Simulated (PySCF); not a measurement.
Compound: ozone, O₃.
Atom-mapped SMILES: `[O:1]=[O+:2][O-:3]`

The same species was optimised twice, with GFN2-xTB and with PBE0-D3(BJ)/def2-SVP (PySCF), and the same property calculations (PySCF, gas phase) were run on both structures.

```json
{"coordinate": "O1=O2 (Å)", "GFN2-xTB": "1.236", "PBE0-D3(BJ)/def2-SVP": "1.234", "change": "-0.002"}
{"coordinate": "O2–O3 (Å)", "GFN2-xTB": "1.236", "PBE0-D3(BJ)/def2-SVP": "1.234", "change": "-0.002"}
{"coordinate": "O1–O2–O3 (°)", "GFN2-xTB": "120.4", "PBE0-D3(BJ)/def2-SVP": "118.5", "change": "-1.9"}
```

Rotational constants: A = 125411, B = 13731, C = 12376 MHz (GFN2-xTB) against A = 119197, B = 14037, C = 12558 MHz (PBE0-D3(BJ)/def2-SVP). Point groups within 0.08 Å: C2v and C2v.

On the GFN2-xTB structure: HOMO (eV) -9.50 [PBE0/pcSseg-1]; LUMO (eV) -4.78 [PBE0/pcSseg-1]; dipole (D) 0.60 [PBE0/pcSseg-1]; GIAO shielding of O1/O3 (mean) (ppm) -1550.9 [PBE0/pcSseg-1]; GIAO shielding of O2 (ppm) -1147.5 [PBE0/pcSseg-1].

**Question.** What do these properties become on the PBE0-D3(BJ)/def2-SVP structure?

**Answer.** 
| property | level | on GFN2-xTB | on PBE0-D3(BJ)/def2-SVP | change |
| --- | --- | --- | --- | --- |
| HOMO (eV) | PBE0/pcSseg-1 | -9.50 | -9.58 | -0.08 |
| LUMO (eV) | PBE0/pcSseg-1 | -4.78 | -4.77 | +0.01 |
| dipole (D) | PBE0/pcSseg-1 | 0.60 | 0.64 | +0.04 |
| energy, GFN2-xTB geometry as zero (kcal/mol) | PBE0/pcSseg-1 | 0.0 | -0.2 | -0.2 |
| GIAO shielding of O1/O3 (mean) (ppm) | PBE0/pcSseg-1 | -1550.9 | -1504.7 | +46.2 |
| GIAO shielding of O2 (ppm) | PBE0/pcSseg-1 | -1147.5 | -1090.9 | +56.6 |

The heavy atoms differ by 0.012 Å rms after alignment. Among all bonds O1=O2 and O2–O3 change most and about equally (-0.002 Å). Changes are differences of the printed values. Neither structure is proved a minimum here.
